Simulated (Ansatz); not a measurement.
# C₃H₇N: small, medium and large basis sets

The task here is to estimate one member of a computed series from the others.

Computed with Ansatz 0.2.0, Gaussian basis. Level: one geometry, several basis sets.

The runs, in order: PBE0-D4/def2-SVP; ωB97M-V/def2-SVP; PBE0-D4/def2-QZVPP; ωB97M-V/def2-QZVPP; the functionals' def2-TZVPP values are taken from earlier runs.

**The relaxed structure**

All runs share one geometry, relaxed beforehand with PBE0-D4 in a triple-zeta def2 set.

SMILES `C/C=C/N`, 11 atoms, charge 0, spin multiplicity 1.

Atoms are counted from 1 here; the program's logs count them from 0.

Bond lengths: C1–C2 1.491 Å, C1–H5 1.095 Å, C1–H6 1.093 Å, C1–H7 1.096 Å, C2–C3 1.332 Å, C2–H8 1.089 Å, C3–N4 1.389 Å, C3–H9 1.088 Å, N4–H10 1.009 Å, N4–H11 1.007 Å. Angles: C2–C1–H5 111.8°, C2–C1–H6 111.1°, C2–C1–H7 111.9°, H5–C1–H6 107.7°, H5–C1–H7 106.7°, H6–C1–H7 107.5°, C1–C2–C3 123.9°, C1–C2–H8 117.3°, C3–C2–H8 118.9°, C2–C3–N4 126.6°, C2–C3–H9 119.6°, N4–C3–H9 113.6°, C3–N4–H10 114.6°, C3–N4–H11 114.7°, H10–N4–H11 111.5°.

Set-up of the first run:

Input file in.yaml:

```yaml
crystal:
  periodic: [false, false, false]
  atoms:
    - {symbol: C, position_ang: [-0.561539, 1.609887, -0.111043]}
    - {symbol: C, position_ang: [0.221953, 0.359139, -0.323157]}
    - {symbol: C, position_ang: [0.027837, -0.764353, 0.365401]}
    - {symbol: N, position_ang: [0.788442, -1.924061, 0.290702]}
    - {symbol: H, position_ang: [-1.058607, 1.939254, -1.029738]}
    - {symbol: H, position_ang: [-1.332341, 1.466533, 0.650244]}
    - {symbol: H, position_ang: [0.074582, 2.439583, 0.216546]}
    - {symbol: H, position_ang: [1.008798, 0.385043, -1.075683]}
    - {symbol: H, position_ang: [-0.753479, -0.802941, 1.121195]}
    - {symbol: H, position_ang: [1.376453, -1.988823, -0.526368]}
    - {symbol: H, position_ang: [0.273300, -2.776259, 0.442598]}
basis:
  gaussian: {orbitals: def2-SVP}
hamiltonian: {xc: pbe0, dispersion: d4}
output: {orbitals: {seedname: orbitals}}
```

Started as:

```sh
ansatz run in.yaml --threads 2 --pin off --events-out ev --progress --plain --max-ram 4352MiB
```

Among the steps run: PBE0-D4 in def2-SVP; ωB97M-V in def2-SVP; PBE0-D4 in def2-QZVPP; ωB97M-V in def2-QZVPP.

One of the session's tables, all rows but one given; the rest of the session is left out.

It belongs to the step «Functionals by basis». 

```
functional       basis  HOMO (eV)  LUMO (eV)
   PBE0-D4    def2-SVP      -5.55       1.56
   PBE0-D4  def2-TZVPP      -5.71       1.17
   PBE0-D4  def2-QZVPP      -5.75       0.80
   ωB97M-V    def2-SVP      -7.75       3.60
   ωB97M-V  def2-TZVPP      -7.92       2.65
   ωB97M-V  def2-QZVPP          ?          ?
```

Q: Estimate the row for ωB97M-V, def2-QZVPP from the others.

As computed: HOMO (eV): -7.96; LUMO (eV): 1.94. In the column «HOMO (eV)» it is the lowest.
